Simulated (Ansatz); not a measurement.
**Pulling the pair apart**

The pair of NH₄⁺ (SMILES [NH4+], atoms 1–5) and SiH₄ (SMILES [SiH4], atoms 6–10), both closed shells, in one local arrangement (a lower one may exist), relaxed at PBE0-D4/def2-TZVP:

N1  (-0.192, 0.142, -2.015)
H2  (0.133, -0.721, -2.456)
H3  (-0.095, 0.062, -0.979)
H4  (-1.173, 0.298, -2.255)
H5  (0.369, 0.928, -2.351)
Si6  (0.198, -0.145, 2.073)
H7  (-0.711, -1.226, 2.509)
H8  (0.048, -0.064, 0.568)
H9  (1.622, -0.456, 2.317)
H10  (-0.198, 1.182, 2.588)
(Å)

SiH₄ is shifted rigidly along the line between the mean atom positions of the two fragments (negative: closer). Counterpoise interaction energies in kcal/mol. Computed with Ansatz 0.2.0 (basis: def2-TZVPPD); correlated methods freeze the cores. B3LYP uses VWN-RPA correlation.

```tsv
shift (Å)	PBE0-D4	B3LYP-D4	HF
-0.31	-5.84	-5.77	-0.08
-0.15	-7.66	-7.67	-3.35
0.00	-8.08	-8.12	-4.88
0.15	-7.77	-7.83	-5.43
0.37	-6.83	-6.87	-5.34
0.77	-4.88	-4.85	-4.32
1.54	-2.46	-2.33	-2.54
3.07	-0.83	-0.70	-1.08
```

At the largest shift the D4 term itself is slightly repulsive (PBE0-D4 +6.4 meV, B3LYP-D4 +13.4 meV): a quirk of that model, not of the functional.

(1) What does CCSD(T) give at these shifts? (An estimate is asked for; the value comes from the calculation.)

No T1 diagnostic of these runs exceeds 0.009.

## Answers

(1) By the calculation: -3.86, -6.19, -6.99, -6.98, -6.34, -4.72, -2.55, -1.02 kcal/mol. For zero shift, CCSD(T) at an estimated basis limit (MP2 extrapolated from triple and quadruple zeta, plus CCSD(T) − MP2 in triple zeta) gives -7.15 kcal/mol. These are counterpoise interaction energies, counted from the two frozen fragments.

For scale, one of the runs: CCSD(T)/def2-TZVPPD, 221 basis functions, launched by `ansatz run in.yaml --threads 2 --pin off --events-out ev --progress --plain --max-ram 5222MiB`. The run took 46 s on 2 CPU threads of an Arm Neoverse V1 (shared host), with 3.3 GiB of host memory at its peak.
